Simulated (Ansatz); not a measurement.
Four-centre ligand exchange

Start structure (C2H10Si, singlet), relaxed at PBE0-D4/def2-TZVP:

```
13
angstrom
Si -0.5399 -1.6566 -0.2015
H 0.6468 -1.6051 -1.0978
H -0.9565 -3.0791 -0.0658
H -1.6489 -0.9100 -0.8553
C -0.1415 -0.9234 1.4722
H 1.2695 1.2751 -1.0550
C 0.5634 2.0974 -0.9406
H -1.0123 -0.9649 2.1302
H 0.6724 -1.4720 1.9515
H 0.1625 0.1207 1.3743
H 0.6820 2.5476 0.0450
H 0.7565 2.8482 -1.7063
H -0.4539 1.7220 -1.0510
```

The step: CH₆Si ([CH3][SiH3]) + CH₄ → C₂H₈Si (C[SiH2]C) + H₂; bonds formed: Si1–C7, H2–H6; bonds broken: Si1–H2, H6–C7. Ansatz 0.2.0; basis: def2-TZVPP and def2-QZVPP; cores frozen in the correlated methods. Extrapolation: Hartree–Fock as exp(−7.88 √X), correlation as X^−2.97. Energies below are by CCSD(T) at an estimated basis limit (MP2 extrapolated from triple and quadruple zeta, plus CCSD(T) − MP2 in triple zeta).

(1) What are the electronic barrier and the energy of the step, from the start structure to the end structure? (Judge from chemistry; the value comes from the calculation.)

T1 diagnostic: at most 0.011.

Answers

(1) Computed: Barrier 332.6 kJ/mol; step energy 27.9 kJ/mol (uphill); reverse barrier, their difference, 304.6 kJ/mol. Barrier and step energy count from the start structure, the reverse barrier from the end structure.

The saddle point: One imaginary mode of 1513i cm⁻¹.
| pair | start (Å) | saddle (Å) | end (Å) |
| --- | --- | --- | --- |
| Si1–C7 | 3.98 | 2.18 | 1.87 |
| H2–H6 | 2.95 | 1.13 | 0.75 |
| Si1–H2 | 1.49 | 1.73 | 3.40 |
| H6–C7 | 1.09 | 1.36 | 3.93 |

Zero-point energy (harmonic, PBE0-D4): ZPE is 279.6 kJ/mol at the start and 273.1 kJ/mol at the saddle, so the barrier goes from 332.6 to 326.1 kJ/mol.

Labels in which every atom is bracketed show which atoms are joined, not bond orders.

For scale, one of the runs: CCSD(T)/def2-TZVPP, 244 basis functions, launched by `ansatz run in.yaml --threads 4 --pin off --events-out ev --progress --plain --max-ram 9574MiB`. The run took 2.2 min on 4 CPU threads of an AMD EPYC (shared host), with 4.8 GiB of host memory at its peak.
